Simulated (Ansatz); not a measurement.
# C3H7NOS: one species, many methods

One table from this session's results is given with a row withheld; the runs are named, their logs left out.

Program: Ansatz 0.2.0, Gaussian basis. Level of theory: functionals in def2-TZVPP, the program's frozen cores in correlated methods. These are calculated values, not measurements.

Levels to be run: PBE-D4, r2SCAN-D4, PBE0-D4, B3LYP-D4, ωB97X-V, ωB97M-V, B2PLYP; CCSD(T)/def2-TZVPP; MP2/def2-QZVPP; extrapolation to the limit.

## The geometry

An earlier PBE0-D4 in a triple-zeta def2 set relaxation fixed the geometry.

SMILES `CN1CSC1O`, 13 atoms, charge 0, spin multiplicity 1.

Atoms are counted from 1 here; the program's logs count them from 0.

Bond lengths: C1–N2 1.442 Å, C1–H7 1.092 Å, C1–H8 1.102 Å, C1–H9 1.092 Å, N2–C3 1.453 Å, N2–C5 1.445 Å, C3–S4 1.821 Å, C3–H10 1.098 Å, C3–H11 1.092 Å, S4–C5 1.852 Å, C5–O6 1.370 Å, C5–H12 1.097 Å, O6–H13 0.965 Å. Angles: N2–C1–H7 109.8°, N2–C1–H8 112.9°, N2–C1–H9 109.2°, H7–C1–H8 108.4°, H7–C1–H9 107.9°, H8–C1–H9 108.6°, C1–N2–C3 118.1°, C1–N2–C5 117.6°, C3–N2–C5 99.3°, N2–C3–S4 91.9°, N2–C3–H10 113.6°, N2–C3–H11 114.5°, S4–C3–H10 111.3°, S4–C3–H11 114.9°, H10–C3–H11 109.8°, C3–S4–C5 73.9°, N2–C5–S4 91.0°, N2–C5–O6 115.4° and more.

The first run:

The input, in.yaml:

```yaml
crystal:
  periodic: [false, false, false]
  atoms:
    - {symbol: C, position_ang: [-0.462323, -1.266998, -0.650717]}
    - {symbol: N, position_ang: [-0.357253, -0.027990, 0.078929]}
    - {symbol: C, position_ang: [0.085361, -0.083413, 1.462001]}
    - {symbol: S, position_ang: [0.977873, 1.495592, 1.304635]}
    - {symbol: C, position_ang: [0.563160, 0.967157, -0.421057]}
    - {symbol: O, position_ang: [0.021923, 1.891318, -1.275922]}
    - {symbol: H, position_ang: [-1.249874, -1.886306, -0.215752]}
    - {symbol: H, position_ang: [0.475359, -1.845902, -0.649618]}
    - {symbol: H, position_ang: [-0.738137, -1.052038, -1.684701]}
    - {symbol: H, position_ang: [0.775458, -0.911650, 1.669547]}
    - {symbol: H, position_ang: [-0.723392, -0.084075, 2.195821]}
    - {symbol: H, position_ang: [1.447002, 0.564746, -0.931388]}
    - {symbol: H, position_ang: [-0.794657, 2.204560, -0.867078]}
basis:
  gaussian: {orbitals: def2-TZVPP}
hamiltonian: {xc: pbe, dispersion: d4}
output: {forces: true, orbitals: {seedname: orbitals}}
```

Command:

```console
$ ansatz run in.yaml --threads 2 --pin off --events-out ev --progress --plain --max-ram 22528MiB --backend cuda --devices 0, --max-vram 18GiB
```

Among the steps run: PBE-D4 (GGA); r2SCAN-D4 (meta-GGA); PBE0-D4 (hybrid); B3LYP-D4 (hybrid); ωB97X-V (range-separated); ωB97M-V (range-separated); B2PLYP (double hybrid); CCSD(T) in def2-TZVPP; MP2 in def2-QZVPP.

One of the session's tables, all rows but one given; the rest of the session is left out.

It belongs to the step «Atomisation energies». 

| method | atomisation energy (kcal/mol) |
| --- | --- |
| PBE-D4 | ? |
| r2SCAN-D4 | 1188.1 |
| PBE0-D4 | 1197.2 |
| B3LYP-D4 | 1185.1 |
| ωB97X-V | 1191.8 |
| ωB97M-V | 1192.6 |
| B2PLYP | 1170.8 |
| HF/def2-TZVPP | 812.4 |
| MP2/def2-TZVPP | 1175.2 |
| CCSD/def2-TZVPP | 1127.8 |
| CCSD(T)/def2-TZVPP | 1150.4 |
| MP2/CBS | 1209.7 |
| CCSD(T)/CBS | 1184.9 |

Estimate the missing values for PBE-D4.

As computed: atomisation energy (kcal/mol): 1226.9. In the column «atomisation energy (kcal/mol)» it is the highest.
